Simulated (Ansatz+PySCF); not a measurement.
A calculation with Ansatz (development build ahead of 0.2.0).

```yaml
crystal:
  periodic: [false, false, false]
  atoms:
    - { symbol: O, position_ang: [0.0, 0.0, -1.3071] }
    - { symbol: O, position_ang: [0.0, 0.0, 1.3071] }
    - { symbol: Li, position_ang: [30.0, 0.0, -0.59919] }
    - { symbol: H, position_ang: [30.0, 0.0, 1.79757] }
basis:
  gaussian: { orbitals: "6-31G" }
magnetization:
  spin_polarized: true
  initial_magnetization: 2
hamiltonian:
  xc: hf
correlation:
  method: mp2
  frozen_orbitals: { H: 0, Li: 0, O: 1 }
scf:
  omitted_lower_state_checks: [stability, starts, atomic_configurations, cluster_reference, orbital_swaps, given_window_search, neighbouring_geometries, increment]
```

The input is written out in the form of the current development build from the run's settings.

The run gave:

- Converged: yes
- Reference energy: -157.47833 hartree
- Correlation energy: -0.10038 hartree
- Total energy: -157.57872 hartree
- Spin squared of the determinant: 4.008
- Occupied orbitals by symmetry in an Abelian subgroup (alpha; beta): 9 A' 2 A''; 9 A'

Caution: bonds are stretched, where a single reference can fail; the unrestricted determinant is a mixture of spin states.
